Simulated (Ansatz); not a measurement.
System: zinc-blende HgS (metastable phase). Method: PBE-D4 (Ansatz, a program for electronic structure, plane waves, PAW).

Run with plane-wave cutoff 520 eV, 10×10×10 k mesh, Fermi–Dirac smearing 0.01 eV, scalar-relativistic PAW data made under PBE.

Computed at the level's own relaxed cell.

Predict the equilibrium volume per atom, bulk modulus B0, equilibrium lattice constant a and pressure derivative B′ of the bulk modulus.


equilibrium volume per atom: 25.86 Å³/atom
bulk modulus B0: 56.7 GPa
equilibrium lattice constant a: 5.915 Å
pressure derivative B′ of the bulk modulus: 4.9

The run finds no gap.

Measured, for comparison: equilibrium volume per atom 24.91 Å³/atom, lattice constant a 5.841 Å (295 K, no zero-point or thermal correction; as tabulated in Cardona et al. (2009), arXiv:0908.2634). Computed (rounded) less measured: equilibrium volume per atom +3.8 %, lattice constant a +1.3 %.

Spin–orbit coupling is not included; it can open a gap where bands touch, and shift volumes and moduli.

Static lattice: no zero-point or thermal effects.
